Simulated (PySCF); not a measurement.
Compound: N2H4.
Geometry (PBE0-D3(BJ)/def2-SVP, Å), atoms numbered from 1 in this order:
```
atom  x, y, z in Å
N1     0.5523   -0.4359    0.2087
N2    -0.5391    0.4437    0.2164
H3     0.2327   -1.3628    0.4790
H4     1.0021   -0.5197   -0.7039
H5    -0.2089    1.3792    0.4400
H6    -1.0273    0.4956   -0.6786
```

Method used: TDDFT PBE0/def2-SVPD, vertical, gas phase, core orbitals frozen in the response (PySCF 2.14.0, density-fitted response routines).

Excitation energies and transition dipoles (atomic units, axes of the coordinates) of those of the lowest 6 singlets that add 0.02 au or more to the mean polarisability:

| state | ΔE (hartree) | μx | μy | μz |
| --- | --- | --- | --- | --- |
| S1 | 0.2410 | -0.005 | -0.004 | -0.238 |
| S2 | 0.2428 | -0.026 | -0.299 | 0.006 |
| S3 | 0.2771 | 0.412 | 0.196 | -0.011 |
| S4 | 0.2780 | 0.009 | 0.007 | 0.436 |
| S6 | 0.3104 | 0.262 | 0.099 | -0.007 |

Question: What does each state add to αxx, αyy and αzz, and how do the sums compare with the full static tensor?

Answer: Each state adds 2 μα² / ΔE.

```
        state  αxx (au)  αyy (au)  αzz (au)
           S1      0.00      0.00      0.47
           S2      0.01      0.74      0.00
           S3      1.22      0.28      0.00
           S4      0.00      0.00      1.37
           S6      0.44      0.06      0.00
 all 6 states       1.7       1.1       1.9
full response      21.8      22.9      20.2
    share (%)         8         5         9
```

The rest comes from the higher roots of the same response equations.

Question: Give the full tensor and its principal values.

Answer: In au, rows and columns x, y, z:
```
x   21.8 -2.3  0.0
y   -2.3 22.9  0.0
z    0.0  0.0 20.2
```
Principal values 20.0, 20.2 and 24.7 au; mean 21.6 au (3.21 Å³).

Question: By how much does the contribution of these states grow at 589.3 nm?

Answer: With ω = 0.0773 hartree each state's term in the mean polarisability goes from f / ΔE² to f / (ΔE² − ω²), f = (2/3) ΔE |μ|²; the sum over all 6 states goes from 1.54 to 1.67 au, a rise of 0.14 au. The full frequency-dependent response rises by 0.51 au, from 21.65 to 22.16 au.

Time: 2.7 s (with the writing of density and orbital grids); peak memory 0.34 GiB. Hardware: Intel Xeon Platinum 8488C, one thread, no GPU, on a shared host.

One conformer stands for the species.
